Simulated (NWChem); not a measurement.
# NH (imidogen) at UTPSSh-D3(0)/cc-pV(D+d)Z (COSMO cyclohexane)

Aim: the energy change on altering one bond length of NH (imidogen) at UTPSSh-D3(0)/cc-pV(D+d)Z (COSMO cyclohexane), from 2 runs. 

Program for the calculation: NWChem 7.3.0.

## Step 1: Starting point

NH has 2 atoms, charge 0, and is taken as a triplet. SMILES: `[NH]`. The bond length is the measured one.

Bond lengths: N1–H2 1.036 Å.

## Step 2: A single-point energy at UTPSSh-D3(0)/cc-pV(D+d)Z (COSMO cyclohexane)

Contents of sp.nw:

```
start sp
title "HN"
memory 2200 mb

geometry noautosym nocenter
 zmatrix
   N
   H 1 1.03621
 end
end

basis spherical bse
 N library "cc-pV(D+d)Z"
 H library "cc-pV(D+d)Z"
end

cosmo
 solvent cychexan
end

dft
 xc xctpssh
 mult 3
 disp vdw 3
 grid coarse
 direct
 maxiter 150
end

task dft energy
```

Started as:

```
$ nwchem sp.nw > sp.out
```

Output:

```text
[...]
          Wavefunction type:  spin polarized.
          No. of atoms     :     2
          No. of electrons :     8
[...]
          Charge           :     0
          Spin multiplicity:     3
[...]
          AO basis - number of functions:    19
[...]
              XC Information
              --------------
                  TPSS hybrid Method XC Functional
                     Hartree-Fock (Exact) Exchange  0.100
                  TPSS metaGGA Exchange Functional  0.900
             TPSS03 metaGGA Correlation Functional  1.000
[...]
 d= 0,ls=0.0,diis     1    -55.2098650738 -5.88D+01  1.22D-02  5.29D-02     0.1
[...]
 d= 0,ls=0.0,diis     5    -55.2334860299 -5.72D-08  5.89D-07  2.04D-10     0.4
[...]
         Total DFT energy =      -55.233486029944
      One electron energy =      -81.721857404739
           Coulomb energy =       30.129462056430
    Exchange-Corr. energy =       -7.217083174320
 Nuclear repulsion energy =        3.574797331620
    Dispersion correction =       -0.000000244178
[...]
      <S2> =      2.0060 (Exact =     2.0000)
[...]
```

Run time: 0.92 s. Hardware: 1 thread of AMD EPYC 9R45 (Zen 5), shared host; peak memory 0.11 GiB.

## Step 3: The distorted shape, same level

Contents of a.nw:

```
start a
title "HN energy"
memory stack 880 mb heap 220 mb global 1100 mb
charge 0
geometry units angstroms noautosym nocenter
  zmatrix
    N
    H 1 1.089473
  end
end
basis spherical bse
  * library "cc-pV(D+d)Z"
end
cosmo
  solvent cychexan
end
dft
  xc xctpssh
  mult 3
  disp vdw 3
  grid coarse
  direct
  iterations 150
  noprint "final vectors analysis"
end
task dft energy
```

Started as:

```
$ nwchem a.nw > a.out
```

Output:

```text
[...]
          Wavefunction type:  spin polarized.
          No. of atoms     :     2
          No. of electrons :     8
[...]
          Charge           :     0
          Spin multiplicity:     3
[...]
          AO basis - number of functions:    19
[...]
              XC Information
              --------------
                  TPSS hybrid Method XC Functional
                     Hartree-Fock (Exact) Exchange  0.100
                  TPSS metaGGA Exchange Functional  0.900
             TPSS03 metaGGA Correlation Functional  1.000
[...]
 d= 0,ls=0.0,diis     1    -55.2085383518 -5.86D+01  1.26D-02  5.46D-02     0.1
[...]
 d= 0,ls=0.0,diis     5    -55.2327912398 -6.63D-08  5.89D-07  2.52D-10     0.4
[...]
         Total DFT energy =      -55.232791239807
      One electron energy =      -81.404885349368
           Coulomb energy =       29.964979396284
    Exchange-Corr. energy =       -7.195628292903
 Nuclear repulsion energy =        3.400029870403
    Dispersion correction =       -0.000000364972
[...]
      <S2> =      2.0063 (Exact =     2.0000)
[...]
```

Run time: 0.84 s. Hardware: 1 thread of AMD EPYC 9R45 (Zen 5), shared host; peak memory 0.11 GiB.

## Step 4: Summary of results

At UTPSSh-D3(0)/cc-pV(D+d)Z (COSMO cyclohexane):

| quantity | value |
| --- | --- |
| first shape: total energy | -55.23349 Eh |
| first shape: dipole moment | 1.68 D |
| first shape: HOMO energy (highest over α and β) | -8.30 eV |
| first shape: LUMO energy (lowest over α and β) | -2.27 eV |
| first shape: dispersion energy | 0.00 kJ/mol |
| first shape: solvent term in the energy | -5.5 kJ/mol |
| first shape: ⟨S²⟩ | 2.006 |
| distorted shape: total energy | -55.23279 Eh |
| distorted shape: dipole moment | 1.64 D |
| distorted shape: HOMO energy (highest over α and β) | -8.30 eV |
| distorted shape: LUMO energy (lowest over α and β) | -2.28 eV |
| distorted shape: dispersion energy | 0.00 kJ/mol |
| distorted shape: solvent term in the energy | -5.2 kJ/mol |
| distorted shape: ⟨S²⟩ | 2.006 |
| energy change with the N1–H2 bond stretched from 1.036 to 1.089 Å | 0.019 eV |

In words: With the N1–H2 bond stretched from 1.036 to 1.089 Å the energy rises by 0.02 eV (1.8 kJ/mol). The first shape isn't relaxed at this level, so the change isn't measured from a minimum.
